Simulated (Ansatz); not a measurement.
# [Cl···H···Si], triplet: transfer scan

Starting geometry:

```yaml
atoms:
  - { symbol: Cl, position_ang: [0.0000, 0.0000, -1.4636] }
  - { symbol: H, position_ang: [0.0000, 0.0000, -0.1848] }
  - { symbol: Si, position_ang: [0.0000, 0.0000, 1.6484] }
```

From there H2 is moved from one fragment to the other while all else, the fragments' distance too, stays fixed; atoms are numbered as listed. Energies are in kcal/mol, counted from the starting geometry at the same level.

Basis cc-pVTZ; Ansatz 0.2.0. Only valence electrons are correlated (noble-gas cores frozen). R marks a restricted (for open shells ROHF) determinant, U an unrestricted one.

Full CI isn't at hand for all of this; UCCSDT(Q) serves as the reference, and is uncertain by about the last step of the cluster series. The frozen core follows each run's orbitals, which can shift R against U totals by a few meV.

```json
{"distance Cl1-H2 (Å)": "1.279", "UCCSDT(Q)": "0.0", "error RMP2": "0.0", "error UMP2": "0.0", "error RCCSD": "0.0", "error UCCSD": "0.0", "error RCCSD(T)": "0.0", "error UCCSD(T)": "0.0"}
{"distance Cl1-H2 (Å)": "1.335", "UCCSDT(Q)": "-0.1", "error RMP2": "0.0", "error UMP2": "0.2", "error RCCSD": "0.2", "error UCCSD": "0.2", "error RCCSD(T)": "0.0", "error UCCSD(T)": "0.0"}
{"distance Cl1-H2 (Å)": "1.447", "UCCSDT(Q)": "2.7", "error RMP2": "0.0", "error UMP2": "0.8", "error RCCSD": "0.7", "error UCCSD": "0.6", "error RCCSD(T)": "0.1", "error UCCSD(T)": "0.1"}
{"distance Cl1-H2 (Å)": "1.560", "UCCSDT(Q)": "7.6", "error RMP2": "0.2", "error UMP2": "2.0", "error RCCSD": "0.8", "error UCCSD": "0.7", "error RCCSD(T)": "0.2", "error UCCSD(T)": "0.2"}
{"distance Cl1-H2 (Å)": "1.672", "UCCSDT(Q)": "14.7", "error RMP2": "1.8", "error UMP2": "3.5", "error RCCSD": "0.6", "error UCCSD": "0.5", "error RCCSD(T)": "0.2", "error UCCSD(T)": "0.3"}
```

Errors are those of relative energies. In total energy the starting point itself misses UCCSDT(Q) by: RMP2 30.4, UMP2 30.7, RCCSD 8.9, UCCSD 8.7, RCCSD(T) 1.1, UCCSD(T) 1.1 kcal/mol.

Spread of the error over the points with a reference, to 1.672 Å (largest less smallest): RCCSD(T) 0.2, UCCSD(T) 0.3, UCCSD 0.7, RCCSD 0.8, RMP2 1.8, UMP2 3.5 kcal/mol.
